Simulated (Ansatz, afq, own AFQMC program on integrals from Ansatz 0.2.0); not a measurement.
LiBr⁺, doublet in cc-pVDZ, levels against CCSDT(Q)

```xyz
2

Br    0.0000    0.0000    0.0000
Li    0.0000    0.0000    2.5124
```

Basis cc-pVDZ. Only valence electrons are correlated. Ansatz 0.2.0 and our own AFQMC program on the same integrals; the CISD trial comes from CCSD amplitudes, and released means the phaseless constraint is let go. Uncertainties: one standard error, sampling alone. No spin–orbit coupling.

Determinant: UHF, the one that the program's search chose, which needn't be the lowest solution. The geometry is a PBE0/def2-TZVP stationary point of this or a neighbouring charge and spin state.

No full CI on the walks' own integrals is used here; CCSDT(Q) serves as the reference and is uncertain by about the last step of the cluster series.

Cautions: no relativity below Rb; no spin-orbit coupling; inner d shell frozen; the ph-AFQMC/HF walk drifts between its halves (2.6 errors).

```
T1 diagnostic                               : 0.0062
weight of the determinant in the CISD state : 0.948
⟨S²⟩ of the determinant                     : 0.756
size of the correlated space                : 7 electrons in 26 orbitals
```

```tsv
level	correlation energy (eV)
MP2	-2.5700
CCSD	-2.9674
CCSD(T)	-3.0009
```

(1) Estimate where AFQMC with the constraint released lies against CCSD(T) on the same integrals.

(1) 1.4 ± 0.3 kJ/mol below CCSD(T).

Reference: CCSDT(Q), correlation energy -3.011 eV. The released energy is read at 2.40 1/Eh (meV from the phaseless value at times in 1/Eh: -4 ± 3 at 0.24, 1 ± 3 at 0.51, 2.3 ± 1.9 at 0.99, -4 ± 3 at 1.62, -6 ± 3 at 2.40).

```csv
level,E − E(reference) (kJ/mol),share of correlation (%)
CCSD(T),0.9,99.68
CCSDT,0.4,99.87
ph-AFQMC/HF,-0.5 ± 2.4,100.18
ph-AFQMC/CISD,0.1 ± 0.3,99.96
released AFQMC,-0.5 ± 0.3,100.16
```

A walk keeps the symmetry of its determinant, which the program's search chose and which needn't be the lowest solution, so a lower state of the same spin and another symmetry isn't excluded. Released energies are given only where the last usable release times agree within the noise; a slower fall can still hide under it.
